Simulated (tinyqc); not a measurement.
ROHF in the sto-3g basis, for OH+, spin multiplicity 3, step by step (part 1 of 2). This run ends on a higher stationary point, not on the lowest solution. Computed by tinyqc, a small Python program that keeps every step (integrals from PySCF). Settings: charge = 1, multiplicity = 3, basis = sto-3g, energy threshold = 1e-09, iteration cap = 54, orthogonalisation = symmetric, start = highest core orbitals, DIIS depth = 3, method = ROHF. Command: `OMP_NUM_THREADS=1 python tinyqc.py 20045 20046 out.jsonl` (the two numbers bound the seeds that draw the settings). One thread of a shared host (Intel(R) Xeon(R) Processor @ 2.60GHz), about 0.08 s of CPU time with the checks. Later iterations appear only in the table of the cycle.

## One-electron integrals

Geometry (angstrom):
```
atom       x       y       z
O     0.0000  0.0000  0.0000
H     0.0000  0.0000  1.2250
```

Basis sto-3g: exponents (1/bohr^2) and contraction coefficients of normalised primitives:
```
element  l (shell)  exponent  coefficient
O            s (1)  130.7093       0.1543
O            s (1)   23.8089       0.5353
O            s (1)    6.4436       0.4446
O            s (2)    5.0332      -0.1000
O            s (2)    1.1696       0.3995
O            s (2)    0.3804       0.7001
O            p (3)    5.0332       0.1559
O            p (3)    1.1696       0.6077
O            p (3)    0.3804       0.3920
H            s (1)    3.4253       0.1543
H            s (1)    0.6239       0.5353
H            s (1)    0.1689       0.4446
```

Overlap, kinetic and nuclear-attraction integrals over the contracted functions; the nuclear repulsion is the sum of Za Zb / Rab.

nuclear repulsion = 3.455851 hartree

overlap S:
```
         1O 1s   1O 2s  1O 2px  1O 2py  1O 2pz   2H 1s
1O 1s   1.0000  0.2367  0.0000  0.0000  0.0000  0.0286
1O 2s   0.2367  1.0000  0.0000  0.0000  0.0000  0.3177
1O 2px  0.0000  0.0000  1.0000  0.0000  0.0000  0.0000
1O 2py  0.0000  0.0000  0.0000  1.0000  0.0000  0.0000
1O 2pz  0.0000  0.0000  0.0000  0.0000  1.0000  0.2928
2H 1s   0.0286  0.3177  0.0000  0.0000  0.2928  1.0000
```

kinetic energy T (hartree):
```
          1O 1s    1O 2s  1O 2px  1O 2py  1O 2pz    2H 1s
1O 1s   29.0032  -0.1680  0.0000  0.0000  0.0000  -0.0086
1O 2s   -0.1680   0.8081  0.0000  0.0000  0.0000   0.0350
1O 2px   0.0000   0.0000  2.5287  0.0000  0.0000   0.0000
1O 2py   0.0000   0.0000  0.0000  2.5287  0.0000   0.0000
1O 2pz   0.0000   0.0000  0.0000  0.0000  2.5287   0.1217
2H 1s   -0.0086   0.0350  0.0000  0.0000  0.1217   0.7600
```

nuclear attraction V (hartree):
```
           1O 1s    1O 2s   1O 2px   1O 2py   1O 2pz    2H 1s
1O 1s   -61.0504  -7.2853   0.0000   0.0000  -0.0095  -0.9002
1O 2s    -7.2853  -9.4830   0.0000   0.0000  -0.1178  -2.2264
1O 2px    0.0000   0.0000  -9.3876   0.0000   0.0000   0.0000
1O 2py    0.0000   0.0000   0.0000  -9.3876   0.0000   0.0000
1O 2pz   -0.0095  -0.1178   0.0000   0.0000  -9.4556  -1.8108
2H 1s    -0.9002  -2.2264   0.0000   0.0000  -1.8108  -4.6389
```

core Hamiltonian H = T + V (hartree):
```
           1O 1s    1O 2s   1O 2px   1O 2py   1O 2pz    2H 1s
1O 1s   -32.0472  -7.4533   0.0000   0.0000  -0.0095  -0.9088
1O 2s    -7.4533  -8.6749   0.0000   0.0000  -0.1178  -2.1914
1O 2px    0.0000   0.0000  -6.8588   0.0000   0.0000   0.0000
1O 2py    0.0000   0.0000   0.0000  -6.8588   0.0000   0.0000
1O 2pz   -0.0095  -0.1178   0.0000   0.0000  -6.9269  -1.6891
2H 1s    -0.9088  -2.1914   0.0000   0.0000  -1.6891  -3.8788
```

## Two-electron integrals

Functions are numbered as in S; the eight-fold symmetry (ij|kl) = (ji|kl) = (kl|ij) leaves the list below.

Two-electron integrals (ij|kl) in chemists' order, unique and non-zero (hartree):
```
(11|11) 4.7851   (21|11) 0.7414   (21|21) 0.1369   (22|11) 1.1189
(22|21) 0.2566   (22|22) 0.8172   (31|31) 0.0245   (32|31) 0.0378
(32|32) 0.1805   (33|11) 1.1158   (33|21) 0.2567   (33|22) 0.8170
(33|33) 0.8802   (41|41) 0.0245   (42|41) 0.0378   (42|42) 0.1805
(43|43) 0.0474   (44|11) 1.1158   (44|21) 0.2567   (44|22) 0.8170
(44|33) 0.7853   (44|44) 0.8802   (51|51) 0.0245   (52|51) 0.0378
(52|52) 0.1805   (53|53) 0.0474   (54|54) 0.0474   (55|11) 1.1158
(55|21) 0.2567   (55|22) 0.8170   (55|33) 0.7853   (55|44) 0.7853
(55|55) 0.8802   (61|11) 0.0905   (61|21) 0.0166   (61|22) 0.0310
(61|33) 0.0309   (61|44) 0.0309   (61|51) 0.0007   (61|52) 0.0014
(61|55) 0.0311   (61|61) 0.0020   (62|11) 0.2486   (62|21) 0.0578
(62|22) 0.2075   (62|33) 0.2038   (62|44) 0.2038   (62|51) 0.0043
(62|52) 0.0349   (62|55) 0.2148   (62|61) 0.0072   (62|62) 0.0686
(63|31) 0.0057   (63|32) 0.0344   (63|53) 0.0070   (63|63) 0.0092
(64|41) 0.0057   (64|42) 0.0344   (64|54) 0.0070   (64|64) 0.0092
(65|11) 0.1912   (65|21) 0.0450   (65|22) 0.1725   (65|33) 0.1649
(65|44) 0.1649   (65|51) 0.0086   (65|52) 0.0614   (65|55) 0.1875
(65|61) 0.0058   (65|62) 0.0694   (65|65) 0.0786   (66|11) 0.4263
(66|21) 0.1008   (66|22) 0.4168   (66|33) 0.4013   (66|44) 0.4013
(66|51) 0.0087   (66|52) 0.0993   (66|55) 0.4473   (66|61) 0.0125
(66|62) 0.1837   (66|65) 0.2123   (66|66) 0.7746
```

## Orthogonalisation

S = U s U^T; symmetric (Loewdin) form X = U s^(-1/2) U^T, so that X^T S X = 1.

eigenvalues of S: 0.5402  0.8415  1.0000  1.0000  1.1369  1.4814

X:
```
          1O 1s    1O 2s  1O 2px  1O 2py   1O 2pz    2H 1s
1O 1s    1.0226  -0.1279  0.0000  0.0000  -0.0047   0.0173
1O 2s   -0.1279   1.0682  0.0000  0.0000   0.0416  -0.1846
1O 2px   0.0000   0.0000  1.0000  0.0000   0.0000   0.0000
1O 2py   0.0000   0.0000  0.0000  1.0000   0.0000   0.0000
1O 2pz  -0.0047   0.0416  0.0000  0.0000   1.0374  -0.1667
2H 1s    0.0173  -0.1846  0.0000  0.0000  -0.1667   1.0821
```

## Starting guess

The start is the highest orbitals of the core Hamiltonian (a deliberately bad start); D(s) = C_occ C_occ^T for each spin.

D(alpha) at the start:
```
          1O 1s    1O 2s  1O 2px  1O 2py   1O 2pz    2H 1s
1O 1s    0.0595  -0.2646  0.0000  0.0000  -0.0177   0.0594
1O 2s   -0.2646   1.1931  0.0000  0.0000   0.1189  -0.4061
1O 2px   0.0000   0.0000  1.0000  0.0000   0.0000   0.0000
1O 2py   0.0000   0.0000  0.0000  1.0000   0.0000   0.0000
1O 2pz  -0.0177   0.1189  0.0000  0.0000   1.1057  -0.3611
2H 1s    0.0594  -0.4061  0.0000  0.0000  -0.3611   1.2330
```

D(beta) at the start:
```
          1O 1s    1O 2s  1O 2px  1O 2py   1O 2pz    2H 1s
1O 1s    0.0009  -0.0078  0.0000  0.0000  -0.0060   0.0327
1O 2s   -0.0078   0.0686  0.0000  0.0000   0.0532  -0.2875
1O 2px   0.0000   0.0000  1.0000  0.0000   0.0000   0.0000
1O 2py   0.0000   0.0000  0.0000  1.0000   0.0000   0.0000
1O 2pz  -0.0060   0.0532  0.0000  0.0000   0.0412  -0.2227
2H 1s    0.0327  -0.2875  0.0000  0.0000  -0.2227   1.2042
```

## Iteration 1: building the Fock matrix

J_ij = sum D_kl (ij|kl) with D = D(alpha) + D(beta), K_ij = sum D_kl (ik|jl) for each spin; F = H + J - K(s); E = tr D H + tr D J / 2 - 0.5 sum_s tr D(s) K(s) + E_nn.

Coulomb J (hartree):
```
         1O 1s   1O 2s  1O 2px  1O 2py  1O 2pz   2H 1s
1O 1s   7.5277  1.7310  0.0000  0.0000  0.0171  0.2096
1O 2s   1.7310  5.6963  0.0000  0.0000  0.1824  1.5916
1O 2px  0.0000  0.0000  5.6984  0.0000  0.0000  0.0000
1O 2py  0.0000  0.0000  0.0000  5.6984  0.0000  0.0000
1O 2pz  0.0171  0.1824  0.0000  0.0000  5.6881  1.4306
2H 1s   0.2096  1.5916  0.0000  0.0000  1.4306  4.0364
```

exchange K(alpha) (hartree):
```
         1O 1s   1O 2s  1O 2px  1O 2py  1O 2pz   2H 1s
1O 1s   0.1311  0.1219  0.0000  0.0000  0.0002  0.0195
1O 2s   0.1219  1.3057  0.0000  0.0000  0.0180  0.3606
1O 2px  0.0000  0.0000  1.1558  0.0000  0.0000  0.0000
1O 2py  0.0000  0.0000  0.0000  1.1558  0.0000  0.0000
1O 2pz  0.0002  0.0180  0.0000  0.0000  1.1776  0.2978
2H 1s   0.0195  0.3606  0.0000  0.0000  0.2978  0.8538
```

exchange K(beta) (hartree):
```
          1O 1s   1O 2s  1O 2px  1O 2py   1O 2pz   2H 1s
1O 1s    0.0505  0.0761  0.0000  0.0000  -0.0002  0.0100
1O 2s    0.0761  0.3722  0.0000  0.0000   0.0153  0.1433
1O 2px   0.0000  0.0000  0.9299  0.0000   0.0000  0.0000
1O 2py   0.0000  0.0000  0.0000  0.9299   0.0000  0.0000
1O 2pz  -0.0002  0.0153  0.0000  0.0000   0.1193  0.1290
2H 1s    0.0100  0.1433  0.0000  0.0000   0.1290  0.7669
```

F(alpha) (hartree):
```
           1O 1s    1O 2s   1O 2px   1O 2py   1O 2pz    2H 1s
1O 1s   -24.6506  -5.8442   0.0000   0.0000   0.0075  -0.7187
1O 2s    -5.8442  -4.2843   0.0000   0.0000   0.0466  -0.9604
1O 2px    0.0000   0.0000  -2.3162   0.0000   0.0000   0.0000
1O 2py    0.0000   0.0000   0.0000  -2.3162   0.0000   0.0000
1O 2pz    0.0075   0.0466   0.0000   0.0000  -2.4164  -0.5562
2H 1s    -0.7187  -0.9604   0.0000   0.0000  -0.5562  -0.6963
```

F(beta) (hartree):
```
           1O 1s    1O 2s   1O 2px   1O 2py   1O 2pz    2H 1s
1O 1s   -24.5700  -5.7984   0.0000   0.0000   0.0078  -0.7093
1O 2s    -5.7984  -3.3508   0.0000   0.0000   0.0493  -0.7431
1O 2px    0.0000   0.0000  -2.0903   0.0000   0.0000   0.0000
1O 2py    0.0000   0.0000   0.0000  -2.0903   0.0000   0.0000
1O 2pz    0.0078   0.0493   0.0000   0.0000  -1.3582  -0.3874
2H 1s    -0.7093  -0.7431   0.0000   0.0000  -0.3874  -0.6094
```

total energy of this density = -28.526725 hartree

## Iteration 1: Roothaan effective Fock matrix

With projectors Pc = D(beta) S, Po = (D(alpha) - D(beta)) S, Pv = 1 - D(alpha) S, the block xy is Px^T F Py; with Fc = (F(alpha) + F(beta))/2, the blocks are Fc for cc, oo, vv and cv, F(beta) for co and F(alpha) for ov.

effective F (hartree):
```
           1O 1s    1O 2s   1O 2px   1O 2py   1O 2pz    2H 1s
1O 1s   -24.6105  -5.8322   0.0000   0.0000   0.0075  -0.7166
1O 2s    -5.8322  -3.8232   0.0000   0.0000   0.0460  -0.8562
1O 2px    0.0000   0.0000  -2.2032   0.0000   0.0000   0.0000
1O 2py    0.0000   0.0000   0.0000  -2.2032   0.0000   0.0000
1O 2pz    0.0075   0.0460   0.0000   0.0000  -1.8911  -0.4874
2H 1s    -0.7166  -0.8562   0.0000   0.0000  -0.4874  -0.6601
```

## Iteration 1: diagonalisation and new density

Diagonalise F' = X^T F X, C = X C', fill 5 alpha and 3 beta electrons from the bottom; D(s) = C_occ C_occ^T. Each column has its largest component positive (the first on a tie).

F' = X^T F X (hartree):
```
          1        2        3        4        5        6
1  -24.2934  -2.6223   0.0000   0.0000  -0.0066  -0.0946
2   -2.6223  -2.8815   0.0000   0.0000   0.0636  -0.2548
3    0.0000   0.0000  -2.2032   0.0000   0.0000   0.0000
4    0.0000   0.0000   0.0000  -2.2032   0.0000   0.0000
5   -0.0066   0.0636   0.0000   0.0000  -1.8751  -0.1607
6   -0.0946  -0.2548   0.0000   0.0000  -0.1607  -0.4319
```

orbital energies (hartree): MO1 -24.6105, MO2 -2.5950, MO3 -2.2032, MO4 -2.2032, MO5 -1.8909, MO6 -0.3856

coefficients C:
```
            MO1      MO2     MO3      MO4      MO5      MO6
1O 1s    1.0000  -0.2460  0.0000   0.0000  -0.0161   0.0407
1O 2s    0.0001   1.0452  0.0000   0.0000   0.0753  -0.3082
1O 2px   0.0000   0.0000  0.9076  -0.4198   0.0000   0.0000
1O 2py   0.0000   0.0000  0.4198   0.9076   0.0000   0.0000
1O 2pz  -0.0005  -0.0431  0.0000   0.0000   1.0113  -0.2848
2H 1s    0.0006  -0.0585  0.0000   0.0000  -0.0475   1.1079
```

D(alpha) after iteration 1:
```
          1O 1s    1O 2s  1O 2px  1O 2py   1O 2pz    2H 1s
1O 1s    1.0607  -0.2583  0.0000  0.0000  -0.0062   0.0158
1O 2s   -0.2583   1.0981  0.0000  0.0000   0.0311  -0.0647
1O 2px   0.0000   0.0000  1.0000  0.0000   0.0000   0.0000
1O 2py   0.0000   0.0000  0.0000  1.0000   0.0000   0.0000
1O 2pz  -0.0062   0.0311  0.0000  0.0000   1.0246  -0.0455
2H 1s    0.0158  -0.0647  0.0000  0.0000  -0.0455   0.0057
```

D(beta) after iteration 1:
```
          1O 1s    1O 2s  1O 2px  1O 2py   1O 2pz    2H 1s
1O 1s    1.0604  -0.2570  0.0000  0.0000   0.0101   0.0150
1O 2s   -0.2570   1.0925  0.0000  0.0000  -0.0450  -0.0611
1O 2px   0.0000   0.0000  0.8238  0.3810   0.0000   0.0000
1O 2py   0.0000   0.0000  0.3810  0.1762   0.0000   0.0000
1O 2pz   0.0101  -0.0450  0.0000  0.0000   0.0019   0.0025
2H 1s    0.0150  -0.0611  0.0000  0.0000   0.0025   0.0034
```

Within a degenerate level the vectors are fixed only up to a rotation; this is one choice.

## Iteration 2: building the Fock matrix

As before.

Coulomb J (hartree):
```
          1O 1s    1O 2s  1O 2px  1O 2py   1O 2pz   2H 1s
1O 1s   16.2602   3.0107  0.0000  0.0000  -0.0026  0.3654
1O 2s    3.0107   7.1275  0.0000  0.0000  -0.0178  1.7321
1O 2px   0.0000   0.0000  7.1670  0.0362   0.0000  0.0000
1O 2py   0.0000   0.0000  0.0362  7.1056   0.0000  0.0000
1O 2pz  -0.0026  -0.0178  0.0000  0.0000   7.0871  1.4008
2H 1s    0.3654   1.7321  0.0000  0.0000   1.4008  3.3173
```

exchange K(alpha) (hartree):
```
         1O 1s   1O 2s  1O 2px  1O 2py  1O 2pz   2H 1s
1O 1s   4.9176  0.8564  0.0000  0.0000  0.0003  0.1108
1O 2s   0.8564  1.4282  0.0000  0.0000  0.0044  0.3242
1O 2px  0.0000  0.0000  1.1760  0.0000  0.0000  0.0000
1O 2py  0.0000  0.0000  0.0000  1.1760  0.0000  0.0000
1O 2pz  0.0003  0.0044  0.0000  0.0000  1.1771  0.2186
2H 1s   0.1108  0.3242  0.0000  0.0000  0.2186  0.1386
```

exchange K(beta) (hartree):
```
          1O 1s    1O 2s  1O 2px  1O 2py   1O 2pz   2H 1s
1O 1s    4.8679   0.7802  0.0000  0.0000  -0.0016  0.0964
1O 2s    0.7802   1.0636  0.0000  0.0000  -0.0529  0.2202
1O 2px   0.0000   0.0000  0.9333  0.3173   0.0000  0.0000
1O 2py   0.0000   0.0000  0.3173  0.3940   0.0000  0.0000
1O 2pz  -0.0016  -0.0529  0.0000  0.0000   0.2468  0.0247
2H 1s    0.0964   0.2202  0.0000  0.0000   0.0247  0.0583
```

F(alpha) (hartree):
```
           1O 1s    1O 2s   1O 2px   1O 2py   1O 2pz    2H 1s
1O 1s   -20.7047  -5.2991   0.0000   0.0000  -0.0124  -0.6542
1O 2s    -5.2991  -2.9756   0.0000   0.0000  -0.1400  -0.7835
1O 2px    0.0000   0.0000  -0.8678   0.0362   0.0000   0.0000
1O 2py    0.0000   0.0000   0.0362  -0.9293   0.0000   0.0000
1O 2pz   -0.0124  -0.1400   0.0000   0.0000  -1.0169  -0.5069
2H 1s    -0.6542  -0.7835   0.0000   0.0000  -0.5069  -0.7002
```

F(beta) (hartree):
```
           1O 1s    1O 2s   1O 2px   1O 2py   1O 2pz    2H 1s
1O 1s   -20.6550  -5.2228   0.0000   0.0000  -0.0104  -0.6398
1O 2s    -5.2228  -2.6110   0.0000   0.0000  -0.0827  -0.6795
1O 2px    0.0000   0.0000  -0.6251  -0.2811   0.0000   0.0000
1O 2py    0.0000   0.0000  -0.2811  -0.1473   0.0000   0.0000
1O 2pz   -0.0104  -0.0827   0.0000   0.0000  -0.0866  -0.3130
2H 1s    -0.6398  -0.6795   0.0000   0.0000  -0.3130  -0.6198
```

total energy of this density = -73.720148 hartree

## Iteration 2: Roothaan effective Fock matrix

As before.

effective F (hartree):
```
           1O 1s    1O 2s   1O 2px   1O 2py   1O 2pz    2H 1s
1O 1s   -20.6798  -5.2608   0.0000   0.0000  -0.0085  -0.6462
1O 2s    -5.2608  -2.7914   0.0000   0.0000  -0.0946  -0.7249
1O 2px    0.0000   0.0000  -0.7464  -0.1225   0.0000   0.0000
1O 2py    0.0000   0.0000  -0.1225  -0.5383   0.0000   0.0000
1O 2pz   -0.0085  -0.0946   0.0000   0.0000  -0.5507  -0.3740
2H 1s    -0.6462  -0.7249   0.0000   0.0000  -0.3740  -0.6404
```

## Iteration 2: DIIS over 2 matrices

error matrix X^T (FDS - SDF) X:
```
         1        2       3       4        5        6
1   0.0000   0.0184  0.0000  0.0000   0.0397  -0.1572
2  -0.0184   0.0000  0.0000  0.0000   0.1383   0.2477
3   0.0000   0.0000  0.0000  0.0000   0.0000   0.0000
4   0.0000   0.0000  0.0000  0.0000   0.0000   0.0000
5  -0.0397  -0.1383  0.0000  0.0000   0.0000   0.1929
6   0.1572  -0.2477  0.0000  0.0000  -0.1929   0.0000
```

B (overlaps of the stored error matrices):
```
                1               2
1   7.7761738e-02  -9.8121699e-02
2  -9.8121699e-02   2.8861852e-01
```

Minimise |sum c_i e_i|^2 with sum c_i = 1: solve [B -1; -1 0][c; lambda] = [0; -1] with B_ij = tr e_i^T e_j, and take F = sum c_i F_i.

DIIS coefficients: 0.6874  0.3126

extrapolated F (hartree):
```
           1O 1s    1O 2s   1O 2px   1O 2py   1O 2pz    2H 1s
1O 1s   -23.3817  -5.6536   0.0000   0.0000   0.0025  -0.6946
1O 2s    -5.6536  -3.5006   0.0000   0.0000   0.0021  -0.8152
1O 2px    0.0000   0.0000  -1.7478  -0.0383   0.0000   0.0000
1O 2py    0.0000   0.0000  -0.0383  -1.6827   0.0000   0.0000
1O 2pz    0.0025   0.0021   0.0000   0.0000  -1.4721  -0.4520
2H 1s    -0.6946  -0.8152   0.0000   0.0000  -0.4520  -0.6539
```

## Iteration 2: diagonalisation and new density

As before.

F' = X^T F X (hartree):
```
          1        2        3        4        5        6
1  -23.0493  -2.6313   0.0000   0.0000  -0.0101  -0.0807
2   -2.6313  -2.5608   0.0000   0.0000   0.0328  -0.2613
3    0.0000   0.0000  -1.7478  -0.0383   0.0000   0.0000
4    0.0000   0.0000  -0.0383  -1.6827   0.0000   0.0000
5   -0.0101   0.0328   0.0000   0.0000  -1.4401  -0.1842
6   -0.0807  -0.2613   0.0000   0.0000  -0.1842  -0.4339
```

orbital energies (hartree): MO1 -23.3824, MO2 -2.2623, MO3 -1.7655, MO4 -1.6650, MO5 -1.4726, MO6 -0.3668

coefficients C:
```
            MO1      MO2     MO3      MO4      MO5      MO6
1O 1s    0.9985  -0.2511  0.0000   0.0000   0.0004   0.0471
1O 2s    0.0062   1.0408  0.0000   0.0000  -0.0041  -0.3312
1O 2px   0.0000   0.0000  0.9076  -0.4198   0.0000   0.0000
1O 2py   0.0000   0.0000  0.4198   0.9076   0.0000   0.0000
1O 2pz   0.0001   0.0079  0.0000   0.0000   0.9928  -0.3464
2H 1s   -0.0007  -0.0370  0.0000   0.0000   0.0238   1.1095
```

D(alpha) after iteration 2:
```
          1O 1s    1O 2s  1O 2px  1O 2py   1O 2pz    2H 1s
1O 1s    1.0601  -0.2552  0.0000  0.0000  -0.0015   0.0086
1O 2s   -0.2552   1.0834  0.0000  0.0000   0.0042  -0.0386
1O 2px   0.0000   0.0000  1.0000  0.0000   0.0000   0.0000
1O 2py   0.0000   0.0000  0.0000  1.0000   0.0000   0.0000
1O 2pz  -0.0015   0.0042  0.0000  0.0000   0.9857   0.0233
2H 1s    0.0086  -0.0386  0.0000  0.0000   0.0233   0.0019
```

D(beta) after iteration 2:
```
          1O 1s    1O 2s  1O 2px  1O 2py   1O 2pz    2H 1s
1O 1s    1.0601  -0.2552  0.0000  0.0000  -0.0019   0.0086
1O 2s   -0.2552   1.0834  0.0000  0.0000   0.0083  -0.0385
1O 2px   0.0000   0.0000  0.8238  0.3810   0.0000   0.0000
1O 2py   0.0000   0.0000  0.3810  0.1762   0.0000   0.0000
1O 2pz  -0.0019   0.0083  0.0000  0.0000   0.0001  -0.0003
2H 1s    0.0086  -0.0385  0.0000  0.0000  -0.0003   0.0014
```

## Iteration 3: building the Fock matrix

As before.

Coulomb J (hartree):
```
          1O 1s   1O 2s  1O 2px  1O 2py  1O 2pz   2H 1s
1O 1s   16.2358  3.0054  0.0000  0.0000  0.0006  0.3649
1O 2s    3.0054  7.1161  0.0000  0.0000  0.0021  1.7352
1O 2px   0.0000  0.0000  7.1557  0.0362  0.0000  0.0000
1O 2py   0.0000  0.0000  0.0362  7.0942  0.0000  0.0000
1O 2pz   0.0006  0.0021  0.0000  0.0000  7.0757  1.4082
2H 1s    0.3649  1.7352  0.0000  0.0000  1.4082  3.3360
```

exchange K(alpha) (hartree):
```
         1O 1s   1O 2s  1O 2px  1O 2py  1O 2pz   2H 1s
1O 1s   4.9161  0.8554  0.0000  0.0000  0.0003  0.1107
1O 2s   0.8554  1.4252  0.0000  0.0000  0.0027  0.3365
1O 2px  0.0000  0.0000  1.1744  0.0000  0.0000  0.0000
1O 2py  0.0000  0.0000  0.0000  1.1744  0.0000  0.0000
1O 2pz  0.0003  0.0027  0.0000  0.0000  1.1690  0.2433
2H 1s   0.1107  0.3365  0.0000  0.0000  0.2433  0.1666
```

exchange K(beta) (hartree):
```
         1O 1s   1O 2s  1O 2px  1O 2py  1O 2pz   2H 1s
1O 1s   4.8675  0.7802  0.0000  0.0000  0.0001  0.0963
1O 2s   0.7802  1.0651  0.0000  0.0000  0.0001  0.2383
1O 2px  0.0000  0.0000  0.9331  0.3173  0.0000  0.0000
1O 2py  0.0000  0.0000  0.3173  0.3939  0.0000  0.0000
1O 2pz  0.0001  0.0001  0.0000  0.0000  0.2451  0.0401
2H 1s   0.0963  0.2383  0.0000  0.0000  0.0401  0.0701
```

F(alpha) (hartree):
```
           1O 1s    1O 2s   1O 2px   1O 2py   1O 2pz    2H 1s
1O 1s   -20.7276  -5.3033   0.0000   0.0000  -0.0092  -0.6546
1O 2s    -5.3033  -2.9840   0.0000   0.0000  -0.1185  -0.7927
1O 2px    0.0000   0.0000  -0.8775   0.0362   0.0000   0.0000
1O 2py    0.0000   0.0000   0.0362  -0.9390   0.0000   0.0000
1O 2pz   -0.0092  -0.1185   0.0000   0.0000  -1.0203  -0.5242
2H 1s    -0.6546  -0.7927   0.0000   0.0000  -0.5242  -0.7095
```

F(beta) (hartree):
```
           1O 1s    1O 2s   1O 2px   1O 2py   1O 2pz    2H 1s
1O 1s   -20.6789  -5.2281   0.0000   0.0000  -0.0090  -0.6402
1O 2s    -5.2281  -2.6239   0.0000   0.0000  -0.1159  -0.6945
1O 2px    0.0000   0.0000  -0.6363  -0.2811   0.0000   0.0000
1O 2py    0.0000   0.0000  -0.2811  -0.1585   0.0000   0.0000
1O 2pz   -0.0090  -0.1159   0.0000   0.0000  -0.0964  -0.3210
2H 1s    -0.6402  -0.6945   0.0000   0.0000  -0.3210  -0.6130
```

total energy of this density = -73.769865 hartree
